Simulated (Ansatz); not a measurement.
Reaction (SMILES): Cl (HCl) → Cl atom + H atom
B3LYP-D3(BJ)/def2-TZVP geometries, fixed; electronic energies without zero-point terms.
Largest species:
```
Cl
H 1 1.2820
```
Charge 0, spin multiplicity 1.

The bond dissociation energy at CCSD(T) with Ansatz (an electronic-structure program), in kcal/mol, split into its Hartree-Fock and correlation parts. Cores are frozen. Open shells are unrestricted. No added dispersion term, no relativity. Functions are those of the species that has most.

```csv
basis,X,functions,Hartree-Fock,CCSD(T)
aug-cc-pV(D+d)Z,2,41,76.75,101.83
aug-cc-pV(T+d)Z,3,78,76.94,105.43
aug-cc-pV(Q+d)Z,4,135,76.99,106.66
aug-cc-pV(5+d)Z,5,216,77.02,107.07
```

Worked estimate of the basis-set limit from each neighbouring pair, with Hartree-Fock from the larger set and the correlation part extrapolated as X^-3.
Correlation parts: X = 2: 25.08, X = 3: 28.49, X = 4: 29.67, X = 5: 30.05.
- (2,3): (27·(28.49) - 8·(25.08))/19 = 29.93; with Hartree-Fock 76.94 the estimate is 106.87 kcal/mol.
- (3,4): (64·(29.67) - 27·(28.49))/37 = 30.53; with Hartree-Fock 76.99 the estimate is 107.52 kcal/mol.
- (4,5): (125·(30.05) - 64·(29.67))/61 = 30.45; with Hartree-Fock 77.02 the estimate is 107.47 kcal/mol.
The last two estimates differ by 0.05 kcal/mol; the largest set lies 0.40 from the last. Over the last step Hartree-Fock moves by 0.03 and the correlation part by 0.38.
